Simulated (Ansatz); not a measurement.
Species: H$_{2}$S, charge 0, singlet. H2S (sulfane, SMILES S).
B3LYP-D3(BJ)/def2-TZVP minimum from Ansatz (a quantum-chemistry and plane-wave program):
```xyz
3

S      0.0018     0.0003     0.1031
H     -0.0075     0.9678    -0.8277
H     -0.0219    -0.9726    -0.8218
```

Hartree-Fock and MP2 correlation energies in hartree (Ansatz). Open shells are spin-unrestricted; no spin-orbit coupling. Cores are frozen in correlated methods. No relativity.

```csv
basis,X,E(HF),"E(corr, MP2)"
cc-pV(T+d)Z,3,-398.71493,-0.19080
cc-pV(Q+d)Z,4,-398.71899,-0.20675
cc-pV(5+d)Z,5,-398.71979,withheld
```

Task: Fit E(corr) = E∞ + A/X³ to X = 3 and 4, predict X = 5, and compare with the run.

Result: A = (-0.19080 - (-0.20675))/(1/27 - 1/64) = 0.7449; E∞ = -0.20675 - A/64 = -0.21839; at X = 5, E∞ + A/125 = -0.21243. The run gave -0.21334, 0.91 mEh below the prediction. The same form on X = 4 and 5 gives E∞ = -0.22025, 1.86 mEh below the first estimate.
